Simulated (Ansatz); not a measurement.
# [CH3···H···OH], doublet: the ladder up to UCCSDT(Q)

Geometry: a point of a hydrogen-transfer path between rigid fragments, not a stationary point.

```xyz
7

C    -1.2152    0.0287    0.0000
H    -1.5784    1.0560    0.0000
H    -1.5784   -0.4850    0.8897
H    -1.5784   -0.4850   -0.8897
H    -0.0142    0.0287    0.0000
O     1.1248    0.0287    0.0000
H     1.3766   -0.9113    0.0000
```

Basis cc-pVDZ; Ansatz 0.2.0. Correlated methods freeze the noble-gas cores, which leaves 15 electrons in 51 orbitals. R marks a restricted (for open shells ROHF) determinant, U an unrestricted one. Active spaces: pair = (3e, 3o) about the gap.

Full CI isn't at hand for all of this; UCCSDT(Q) serves as the reference, and is uncertain by about the last step of the cluster series. The frozen core follows each run's orbitals, which can shift R against U totals by a few meV.

For open shells CISD is restricted-active-space CI with the open shells as a complete middle space.

* UHF ⟨S²⟩: 0.780
* T1 diagnostic (RCCSD): 0.0164
* largest doubles amplitude (RCCSD): 0.038
* T1 diagnostic (UCCSD): 0.0131

Task: From what is known of these methods and the diagnostics, rank them by the size of their error in total energy against UCCSDT(Q) in cc-pVDZ, smallest first (an estimate: the text doesn't fix the numbers).
A. RMP2
B. UMP2
C. MRCISD+Q (pair space)
D. UCCSDT
E. UCCSD

Result: D (20 meV), C (163 meV), E (258 meV), A (1008 meV), B (1169 meV).

All errors are against UCCSDT(Q) in cc-pVDZ. Within each family the higher level lies nearer, as is usual though not guaranteed.
